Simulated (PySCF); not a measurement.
Highest orbital energy against ionisation energy along group 15

Calculated with PySCF 2.14, no spin-orbit coupling. Each cell gives −ε(HOMO) / ΔSCF in eV; NIST values include spin-orbit coupling, (s) semi-empirical, (t) theoretical.

```json
{"species": "N (aug-cc-pV5Z, non-relativistic)", "UHF": "15.536 / 13.894", "LDA": "8.404 / 15.009", "PBE": "8.304 / 14.730", "PBE0": "10.216 / 14.701", "r2SCAN": "8.895 / 14.805", "NIST (lowest levels)": "14.534"}
{"species": "P (aug-cc-pV(5+d)Z, non-relativistic)", "UHF": "10.670 / 9.905", "LDA": "6.296 / 10.577", "PBE": "6.296 / 10.489", "PBE0": "7.535 / 10.529", "r2SCAN": "6.691 / 10.615", "NIST (lowest levels)": "10.487"}
{"species": "Sb (aug-cc-pV5Z-PP with ECP28MDF, ECP)", "UHF": "9.097 / 8.573", "LDA": "5.522 / 9.120", "PBE": "5.466 / 8.965", "PBE0": "6.522 / 9.040", "r2SCAN": "5.828 / 9.166", "NIST (lowest levels)": "8.608"}
{"species": "Bi (aug-cc-pV5Z-PP with ECP60MDF, ECP)", "UHF": "8.682 / 8.202", "LDA": "5.286 / 8.750", "PBE": "5.198 / 8.565", "PBE0": "6.207 / 8.635", "r2SCAN": "5.559 / 8.757", "NIST (lowest levels)": "7.286"}
```

Problem. How far is −ε(HOMO) from ΔSCF on average for each method, and why?

Solution. UHF 0.85 eV; LDA -4.49 eV; PBE -4.37 eV; PBE0 -3.11 eV; r2SCAN -4.09 eV. Hartree-Fock orbital energies lack relaxation and so exceed the ΔSCF value; semilocal functionals have convex E(N) from self-interaction, so their HOMO lies far too high; exact exchange moves hybrids part of the way back.
